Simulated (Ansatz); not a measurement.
# C2H3N: the cost of one run

Computed with Ansatz 0.2.0, Gaussian basis. Level: PBE0-D4/def2-TZVP structures, single points in def2-TZVPP, no counterpoise correction.

Levels: SPW92, PBE-D4, BLYP-D4, r2SCAN-D4, B97M-V, PBE0-D4, B3LYP-D4, r2SCAN0-D4, BHLYP-D4, CAM-B3LYP-D4, wB97X-V, wB97M-V, B2PLYP, PBE-QIDH, Hartree-Fock, MP2, CCSD, CCSD(T).

Cores are frozen in the correlated methods. Orbitals are unrestricted. B3LYP uses VWN-RPA correlation. B2PLYP carries no dispersion term here.

95 further runs of the same task are left out: 1 that didn't finish, 94 set aside as unsound or not needed.

### 1 The starting structure

The complex: 7 atoms, charge 0, spin multiplicity 2.

Atoms are counted from 1 here; the program's logs count them from 0.

Bond lengths: H1–C2 1.091 Å, C2–C3 1.449 Å, C2–H6 1.091 Å, C2–H7 1.091 Å, C3–N4 1.149 Å. Angles: H1–C2–C3 110.0°, H1–C2–H6 108.8°, H1–C2–H7 108.8°, C3–C2–H6 110.1°, C3–C2–H7 110.1°, H6–C2–H7 108.8°, C2–C3–N4 179.9°.

Geometry (Å):

```xyz
7

H    -0.21510    1.09480    0.01201
C     0.62827    0.42800    0.19808
C     0.22480   -0.94958   -0.00006
N    -0.09647   -2.04148   -0.15751
H    -2.95317    0.21005   -0.78826
H     0.97380    0.57418    1.22252
H     1.43788    0.68413   -0.48687
```

Its parts: C₂H₃N holds atoms 1, 2, 3, 4, 6, 7; H radical holds atoms 5. Each part counts its atoms afresh in its own runs.

### 2 Relaxing C₂H₃N alone

The input, relax-a/in.yaml:

```yaml
crystal:
  periodic: [false, false, false]
  atoms:
    - {symbol: H, position_ang: [-0.215100, 1.094798, 0.012007]}
    - {symbol: C, position_ang: [0.628269, 0.428003, 0.198082]}
    - {symbol: C, position_ang: [0.224800, -0.949582, -0.000058]}
    - {symbol: N, position_ang: [-0.096470, -2.041475, -0.157508]}
    - {symbol: H, position_ang: [0.973801, 0.574181, 1.222515]}
    - {symbol: H, position_ang: [1.437875, 0.684127, -0.486872]}
basis:
  gaussian: {orbitals: def2-TZVP}
hamiltonian: {xc: pbe0, dispersion: d4}
relax: {f_tol: 0.005, max_steps: 200}
```

Started as:

```sh
$ ansatz run in.yaml --threads 2 --pin off --events-out ev --progress --plain --max-ram 4352MiB
```

**Question.** How long does this run take on 2 threads of Arm Neoverse V2, shared host?

About 2.8 s.
